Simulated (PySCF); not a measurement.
# Oscillator strengths, rates and cross-sections

Compound: 1-buten-3-yne, C4H4.
Numbering: `[CH:1]#[C:2][CH:3]=[CH2:4]` (hydrogens: H5 on C1; H6 on C3; H7, H8 on C4)

Structure used (GFN2-xTB), in Å, numbered top down from 1:
```
atom  x, y, z in Å
C1     0.812    0.396    1.915
C2     0.151    0.223    0.928
C3    -0.641    0.023   -0.223
C4    -0.142   -0.353   -1.394
H5     1.391    0.548    2.777
H6    -1.702    0.200   -0.091
H7     0.912   -0.530   -1.527
H8    -0.772   -0.497   -2.255
```

Method: PySCF, TDDFT CAM-B3LYP/def2-SVPD, vertical, gas phase, core orbitals frozen in the response.

Computed singlets with f of 0.002 or more:

| state | ν̃ (cm⁻¹) | f |
| --- | --- | --- |
| S2 | 46400 | 0.254 |
| S5 | 62530 | 0.420 |
| S6 | 63630 | 0.047 |
| S7 | 64280 | 0.042 |
| S8 | 64380 | 0.018 |

Task: Give A, τ, |μ| and ∫σ dE for each state.

Result: For one non-degenerate pair of states in vacuum, A = 0.6670 f ν̃² s⁻¹ with ν̃ in cm⁻¹, τ = 1/A, |μ|² = 3f / (2ΔE) in atomic units, and the integrated cross-section is ∫σ dE = 109.76 f Mb·eV.

```csv
state,A (s⁻¹),τ,|μ| (D),∫σ dE (Mb·eV)
S2,3.7×10⁸,2.7 ns,3.41,28
S5,1.1×10⁹,910 ps,3.78,46
S6,1.3×10⁸,7.8 ns,1.26,5.2
S7,1.2×10⁸,8.6 ns,1.18,4.7
S8,4.9×10⁷,20 ns,0.77,2
```

Leading configurations: S2 H→L (83%); S5 H-2→L (30%); S6 H→L+3 (56%); S7 H-1→L+1 (59%); S8 H→L+4 (42%) (H = HOMO, L = LUMO).

These lifetimes count emission to the ground state at the vertical energy alone; relaxation of the geometry and all other decay channels are left out.

Task: How much energy does a mole of photons resonant with S5 carry?

Result: 7.753 eV × 96.485 = 748 kJ/mol (179 kcal/mol).

Task: What is the integrated cross-section of all computed states together?

Result: Σf = 0.783 over S1 to S8, so 109.76 × Σf ≈ 86 Mb·eV.

Task: By what factor does the largest A in the list exceed the smallest?

Result: S5 has 22 times the rate of S8.

Hardware: one thread, x86-64 server, no GPU (shared host). Cost: 8.6 s wall.
